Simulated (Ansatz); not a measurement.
# SiH₃O+ (singlet): wave-function methods side by side, cc-pVDZ

One table from this session's results is given with a row withheld; the runs are named, their logs left out.

Program: Ansatz 0.2.0, Gaussian basis. Level of theory: cc-pVDZ, core rule «outside noble gas», up to 6 orbitals frozen. These are calculated values, not measurements.

To be run: UHF; CCSD(T) on RHF; CCSD(T) on UHF; BCCD(T) on RHF; CISD; CCSDT(Q) on RHF; CCSDT(Q) on UHF.

23 further runs of the same task are left out: 3 for a known fault of the program, 9 that didn't finish, 11 set aside as unsound or not needed.

### The system

The geometry is a PBE0/def2-TZVP stationary point (not a proven minimum) of the parent state, kept for this charge and spin.

5 atoms, charge 1, spin multiplicity 1.

Atoms are counted from 1 here; the program's logs count them from 0.

Bond lengths: Si1–O2 1.657 Å, Si1–H3 1.493 Å, Si1–H4 1.485 Å, Si1–H5 1.485 Å. Angles: O2–Si1–H3 100.6°, O2–Si1–H4 112.5°, O2–Si1–H5 112.5°, H3–Si1–H4 110.4°, H3–Si1–H5 110.4°, H4–Si1–H5 110.2°.

The first run:

Contents of in.yaml:

```yaml
crystal:
  periodic: [false, false, false]
  atoms:
    - {symbol: Si, position_ang: [0.004053, 0.000000, 0.532729]}
    - {symbol: O, position_ang: [-0.021964, 0.000002, -1.124355]}
    - {symbol: H, position_ang: [1.476262, -0.000114, 0.783135]}
    - {symbol: H, position_ang: [-0.620188, 1.217950, 1.110025]}
    - {symbol: H, position_ang: [-0.620376, -1.217854, 1.110025]}
basis:
  gaussian: {orbitals: cc-pVDZ}
total_charge: 1
magnetization: {spin_polarized: true, initial_magnetization: 0}
hamiltonian: {xc: hf}
output: {orbitals: {seedname: orbitals}}
```

On the command line:

```sh
ansatz run in.yaml --threads 1 --pin off --events-out ev --progress --plain --max-ram 2393MiB
```

Steps of the session up to this table: UHF; CCSD(T) on RHF; CCSD(T) on UHF; BCCD(T) on RHF; CISD; CCSDT(Q) on RHF; CCSDT(Q) on UHF.

One of the session's tables, all rows but one given; the rest of the session is left out.

It belongs to the step «Misses and costs». 

| method | from RCCSDT(Q) (kcal/mol) |
| --- | --- |
| RHF | +215.10 |
| UHF | +169.86 |
| RMP2 | +57.92 |
| UMP2 | ? |
| CISD | +42.01 |
| RCCSD | +17.92 |
| UCCSD | -3.42 |
| RCCSD(T) | +1.30 |
| UCCSD(T) | -12.52 |
| BCCD(T) | +5.56 |
| RCCSDT | +3.07 |
| UCCSDT | -19.66 |
| RCCSDT(Q) | 0 |
| UCCSDT(Q) | -22.73 |

Q: Estimate the row for UMP2 from the others.

**Answer.** from RCCSDT(Q) (kcal/mol): +35.78. In the column «from RCCSDT(Q) (kcal/mol)» it lies between RCCSD (+17.92) and CISD (+42.01).

The program flags UCCSD(T), BCCD(T), UCCSDT(Q) as in doubt (see the logs), so those rows may rest on another solution; read them beside their warnings.

Caveats from the session: The determinant is far from a pure spin state, so its energy mixes those of several spin states (harmless only where they are near-degenerate, as at dissociation). The program flags UCCSD(T), BCCD(T), UCCSDT(Q) as in doubt, so those rows may rest on another solution; read them beside their warnings. Warnings: restricted reference is unstable; spin contamination; large T1 diagnostic. Restricted and unrestricted rows rest on different reference determinants; where their highest levels disagree by more than a few hundredths of an eV, they describe different states and don't form one ladder.
